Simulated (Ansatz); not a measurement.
Geometry optimisation, Ansatz, RKS r2SCANh-D4/def2-SVP.

Input:

```yaml
crystal:
  periodic: [false, false, false]
  atoms:
    - { symbol: C, position_ang: [-0.1994, 1.25576, -0.27667] }
    - { symbol: C, position_ang: [0.38743, 0.2255, 0.41637] }
    - { symbol: C, position_ang: [-0.11398, -1.21707, -0.0359] }
    - { symbol: O, position_ang: [-0.48144, -0.64728, 1.10482] }
    - { symbol: H, position_ang: [-1.27271, 1.27311, -0.44495] }
    - { symbol: H, position_ang: [0.3743, 2.10917, -0.62173] }
    - { symbol: H, position_ang: [-0.61603, -0.52526, 2.07801] }
    - { symbol: H, position_ang: [0.74922, -1.88806, -0.07006] }
    - { symbol: H, position_ang: [-0.87117, -1.36008, -0.80918] }
total_charge: 1
basis:
  gaussian: { orbitals: def2-SVP }
hamiltonian:
  xc: r2scanh
  dispersion: d4
relax:
  f_tol: 0.02
  max_steps: 50
```

Launched with:

```bash
$ ansatz run input.yaml --threads 2 --pin off --max-ram 3072MiB --backend cpu --events-out ev --progress --plain --runs-dir out
```

Question: Where does it end, and by what steps?

Answer: It converged. After 17 steps the energy has fallen by 4.242 eV; H5 moved furthest, 1.23 Å.

```tsv
step	energy less start (eV)	largest force component (eV/Å)	accepted
0	0.0000	4.699	yes
1	-1.0905	3.460	yes
2	-2.0410	2.151	yes
3	-2.8669	1.943	yes
4	-3.3978	4.295	yes
5	-3.7871	1.896	yes
6	-3.9777	1.050	yes
7	-4.1083	1.172	yes
8	-4.2144	0.370	yes
9	-4.1674	0.418	no
10	-4.2299	0.767	yes
11	-4.2402	0.237	yes
12	-4.2364	0.286	no
13	-4.2416	0.152	yes
14	-4.2417	0.063	yes
15	-4.2420	0.028	yes
16	-4.2420	0.015	no
17	-4.2420	0.003	yes
```

```xyz
9
Properties=species:S:1:pos:R:3
C -0.263 1.430 -0.203
C -0.222 0.140 -0.015
C 0.055 -1.253 -0.112
O -0.965 -0.753 0.925
H -0.899 2.079 0.404
H 0.359 1.866 -0.989
H -0.600 -0.735 1.836
H 0.957 -1.676 0.345
H -0.465 -1.872 -0.850
```

Time of the run: 22 s on 2 threads of AMD EPYC 9R14 (Zen 4), with other jobs on the host, peak memory 0.18 GiB.
